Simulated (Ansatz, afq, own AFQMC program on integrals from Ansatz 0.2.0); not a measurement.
**SiC, singlet in 6-31G, levels against full CI**

```xyz
2

Si    0.0000    0.0000    0.0000
C     0.0000    0.0000    2.5560
```

Basis 6-31G. Only valence electrons are correlated. Integrals, coupled cluster, full CI and functionals: Ansatz 0.2.0; the random walks run on the same integrals in our own AFQMC program. ph-AFQMC/CISD is guided by a CISD state made of CCSD amplitudes; releasing the constraint for a short imaginary time cuts its bias at the price of noise, slowly where states lie close. ± is one standard error of the sampling.

Determinant: RHF, the one that the program's search chose, which needn't be the lowest solution. The geometry is a point of a scan.

Full CI on the same integrals is exact in this basis and with this determinant's frozen core.

Cautions: higher spins were not checked; restricted determinant unstable towards unrestricted (UHF 2.88 eV lower, ⟨S²⟩ 1.98); strong correlation (T1 0.186, weight of the determinant 0.50, largest double 0.45); (T) is large, 15 % of the CCSD correlation; (Q) is large, 137 meV, so the cluster series hasn't closed; CCSD(T) is in doubt: in a space of 8 electrons in 8 natural orbitals full CI lies 193 meV above it; the CCSDT(Q) amplitudes may be one of several solutions (largest double 0.55); the CCSDTQ amplitudes may be one of several solutions (largest double 0.56); the released energy hasn't reached full CI (141 meV above it at 2.40 1/Eh), so no released level is given (meV from the phaseless value at times in 1/Eh: -46 ± 27 at 0.24, -63 ± 24 at 0.51, -102 ± 28 at 0.99, -101 ± 23 at 1.62, -79 ± 42 at 2.40); the determinant fills πx and πy unequally, so it mixes two states of the linear molecule, and each level undoes that mixture to a different degree, while full CI gives the lower state, and by Hund's rule a triplet of that filling probably lies lower still; CCSDTQ on the UHF determinant differs (253 meV lower), perhaps since the unrestricted series falls towards higher spin.

```
T1 diagnostic                               : 0.1857
weight of the determinant in the CISD state : 0.501
size of the correlated space                : 8 electrons in 16 orbitals
```

Reference: full CI, correlation energy -5.444 eV. The cautions show a poor starting determinant, so the rows tell how each method copes with it here, and full CI is the sure value.

```
        level  E − E(reference) (kcal/mol)  share of correlation (%)
           HF                       125.55                      0.00
          MP2                        54.25                     56.79
         CCSD                        11.16                     91.11
      CCSD(T)                        -5.68                    104.53
        CCSDT                         2.99                     97.62
     CCSDT(Q)                        -0.17                    100.14
       CCSDTQ                         0.55                     99.56
  ph-AFQMC/HF                 12.17 ± 1.43                     90.31
ph-AFQMC/CISD                  5.07 ± 0.56                     95.96
```

CCSDT and higher add their correlation energy to the determinant of the CCSD(T) run, since their own runs factorise the integrals more tightly (a shift of under 2 meV).
